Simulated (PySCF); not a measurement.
Molecule (SMILES): N#N (N2).
Geometry (B3LYP-D3(BJ)/def2-TZVP, fixed):
```
N
N 1 1.0909
```
Charge 0, spin multiplicity 1.

Basis-set convergence of the mean static polarisability at HF with PySCF. All functions are spherical. Density fitting with generated auxiliary sets. No added dispersion term, no relativity. Reference: the value in aug-cc-pV5Z, 11.47 bohr³. Deviations are taken from unrounded values.

```
basis        functions
-----------  ---------
pcseg-0             18
pcseg-1             28
aug-pcseg-1         46
pcseg-2             60
aug-pcseg-2         92
pcseg-3            120
aug-pcseg-3        170
pcseg-4            202
```

**Question.** Which is the smallest pcseg set listed that can be trusted to 1 % here, that is, within that of the reference together with its larger relatives (same family, alike in diffuse functions; a set with none to test it counts only in the reference's own line)?

**Answer.** The smallest set listed that lies within 1 % of the reference with all its larger relatives (same family, alike in diffuse functions; a set with none counts only in the reference's own line) is aug-pcseg-1 (46 functions, 0.2 % off). Inside, with no larger relative to test it: pcseg-4. Value minus reference over the reference: pcseg-0 -34.9, pcseg-1 -24.6, aug-pcseg-1 0.2, pcseg-2 -11.7, aug-pcseg-2 -0.4, pcseg-3 -4.3, aug-pcseg-3 -0.1, pcseg-4 -0.7 %.
